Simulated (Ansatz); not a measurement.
Input for Ansatz (development build ahead of 0.2.0):

```yaml
crystal:
  periodic: [false, false, false]
  atoms:
    - { symbol: O, position_ang: [-0.895, 1.3356, -0.4947] }
    - { symbol: C, position_ang: [-0.2797, 0.4174, -0.1546] }
    - { symbol: S, position_ang: [0.5524, -0.8243, 0.3053] }
basis:
  gaussian: { orbitals: def2-SVP }
total_charge: 1
magnetization:
  spin_polarized: true
  initial_magnetization: 1
hamiltonian:
  xc: pbe0
output:
  forces: true
```

The input is written out in the form of the current development build from the run's settings.

The run gave:

```
Converged                       : yes
Total energy                    : -510.64935 hartree
Spin squared of the determinant : 0.766
Stability test                  : minimum
```

Forces (eV/Å):
| atom | Fx | Fy | Fz |
| --- | --- | --- | --- |
| O1 | 1.114 | -1.663 | 0.616 |
| C2 | -2.344 | 3.498 | -1.296 |
| S3 | 1.230 | -1.835 | 0.680 |
